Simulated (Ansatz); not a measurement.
# HOB, singlet in 6-31G: errors against full CI

Geometry: a point of a stretch scan, not a stationary point.

```xyz
3

B     0.0000    0.0000   -1.9504
O     0.0000    0.0000   -0.6783
H     0.0000    0.0000    2.6287
```

Basis 6-31G; Ansatz 0.2.0. Correlated methods freeze the noble-gas cores, which leaves 10 electrons in 18 orbitals. R marks a restricted (for open shells ROHF) determinant, U an unrestricted one. Active spaces: pair = (2e, 2o) about the gap; valence = (10e, 9o) chosen from the atoms' valence shells.

Full CI is exact within this basis and frozen core; it isn't the basis-set limit. The frozen core follows each run's orbitals, which can shift R against U totals by a few meV.

Unrestricted rows (U) aren't spin-pure: their determinants' ⟨S²⟩ exceeds S(S+1) by up to 1.14, so they mix in states of higher spin. HF rows are the lowest solutions found. Coupled cluster chose its determinant by trial CCSD, here up to 0.32 eV above the lowest Hartree–Fock solution of its kind, and MP2 stands on that determinant too.

```
UHF ⟨S²⟩                          : 1.138
T1 diagnostic (RCCSD)             : 0.0956
largest doubles amplitude (RCCSD) : 1.046
```

Problem. From what is known of these methods and the diagnostics, rank them by the size of their error in total energy against full CI in 6-31G, smallest first (an estimate: the text doesn't fix the numbers).
A. RMP2
B. UCCSDT
C. UHF
D. MRCISD (pair space)
E. NEVPT2 (valence space)

Solution. B (1.5 kJ/mol), A (3.7 kJ/mol), E (39.6 kJ/mol), D (56.7 kJ/mol), C (500.1 kJ/mol).

All errors are against full CI in 6-31G. Below it: RMP2. With T1 at 0.096 and a doubles amplitude of 1.05 one determinant is a poor start. Within each family the higher level lies nearer, as is usual though not guaranteed.

The full-CI state has the irrep A1 of C2v, in the program's axes (one component, if the state is degenerate).

Its occupations show that no single determinant describes this state well.

Natural occupations of full CI about the gap: 1.987 1.961 1.923 1.923 1.027 0.975 0.073 0.073 0.025 0.012; effectively unpaired electrons, Σ n²(2−n)², 2.09.
